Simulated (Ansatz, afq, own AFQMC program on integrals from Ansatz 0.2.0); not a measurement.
**Atomization energy of GeH₂O, singlet, worked out**

```xyz
4

O    -0.1255   -0.6659    0.5201
Ge    0.5070    0.5635   -0.6183
H     0.5499   -1.3231    0.7271
H    -0.8759    1.3652   -0.6492
```

Connectivity, by distances: OH–GeH.

Basis def2-TZVP. Noble-gas cores (and the filled d shells of Ga–Kr and In–Xe) are frozen. Integrals, coupled cluster, full CI and functionals: Ansatz 0.2.0; the random walks run on the same integrals in our own AFQMC program. ph-AFQMC/CISD is guided by a CISD state made of CCSD amplitudes; releasing the constraint for a short imaginary time cuts its bias at the price of noise, slowly where states lie close. ± is one standard error of the sampling. No spin–orbit coupling.

Total energies in eV. CBS is CCSD(T) at the limit of def2-TZVPP/QZVPP (extrapolated itself); the highest rung of each member is named.

Cautions: inner d shell frozen; no relativity below Rb; no spin-orbit coupling; GeH₂O (singlet): the released energies move by 1.5 errors or more from one time to the next, so no released level is given (meV from the phaseless value at times in 1/Eh: -13 ± 5 at 0.24, -15 ± 5 at 0.51, -3 ± 6 at 0.99, 5 ± 7 at 1.62, -16 ± 8 at 2.40), though the last usable value meets CCSDT(Q) within the noise.

```tsv
member	count	CCSD(T)/def2-TZVP	highest rung in def2-TZVP	which	CCSD(T)/CBS
O (triplet)	+1	-2040.2212	-2040.2314	FCI	-2040.9924
Ge (triplet)	+1	-56474.1734	-56474.1882	FCI	-56475.5964
H (doublet)	+2	-13.6005	-13.6005	FCI	-13.6059
GeH₂O, singlet	-1	-58553.2197	-58553.2566	CCSDT(Q)	-58556.0296
```

Work out the best estimate of the atomization energy: the CCSD(T)/CBS difference plus the step from CCSD(T) to the highest rung.

Sums with the counts: CCSD(T)/CBS 12.2290 eV, highest rung 11.6360 eV, CCSD(T)/def2-TZVP 11.6241 eV. The step is 11.6360 − 11.6241 = 0.0119 eV, so the best estimate is 12.2290 + (0.0119) = 12.2409 eV. The basis set is worth 0.605 eV of it. Zero-point, core-correlation and spin–orbit terms aren't in it. Past Ne the Hartree–Fock part of each CBS total tends to overshoot, since the cores don't follow the formula; that largely cancels in the difference.

Best estimates are given only where the step beyond CCSD(T) is under 0.3 eV and no member's determinant is very poor (T1 over 0.05, or 0.07 for open shells, ⟨S²⟩ too high by 0.3, two states mixed), so the hardest cases are missing from such tables.

CCSDT and higher add their correlation energy to the determinant of the CCSD(T) run, since their own runs factorise the integrals more tightly (a shift of under 2 meV). Each member of a difference takes its own highest rung, so a best estimate needn't equal the limit plus the step of one row.
